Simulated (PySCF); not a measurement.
## Worked example: correlation energy of [H···H···SiH$_{2}$], singlet

Geometry: a point of a hydrogen-transfer path between rigid fragments, not a stationary point.

```xyz
5

H    -2.4229    0.0549    0.0000
H    -1.5829    0.0549    0.0000
Si    0.0931    0.0549    0.0000
H     0.7053   -0.8194    1.0900
H     0.7053   -0.8194   -1.0900
```

Basis 6-31G; PySCF 2.14.0. Correlated methods freeze the noble-gas cores, which leaves 8 electrons in 16 orbitals. Prefix R: restricted or restricted open-shell reference.

Full CI is exact within this basis and frozen core; it isn't the basis-set limit.

```
    level  total energy (hartree)
      RHF             -291.049730
     RMP2             -291.117764
    RCCSD             -291.146786
 RCCSD(T)             -291.148042
   RCCSDT             -291.148491
RCCSDT(Q)             -291.148565
  full CI             -291.148596
```

Q: What is the correlation energy at full CI, and what share of it do RMP2 and RCCSDT recover?

A: E(corr) = -291.148596 − (-291.049730) = -0.098866 hartree = -2.690 eV. RMP2: -0.068034 / -0.098866 = 68.81 %. RCCSDT: -0.098761 / -0.098866 = 99.89 %.

Q: By how many kcal/mol does RCCSD(T) miss full CI (1 hartree = 627.509 kcal/mol), and which steps make up the rest?

A: -291.148042 − (-291.148596) = 0.000554 hartree = 0.35 kcal/mol. Steps: RCCSDT − RCCSD(T) = -0.28, RCCSDT(Q) − RCCSDT = -0.05, full CI − RCCSDT(Q) = -0.02 kcal/mol. That is within 1 kcal/mol of the reference in this basis, which itself misses far more of the correlation at the basis-set limit.
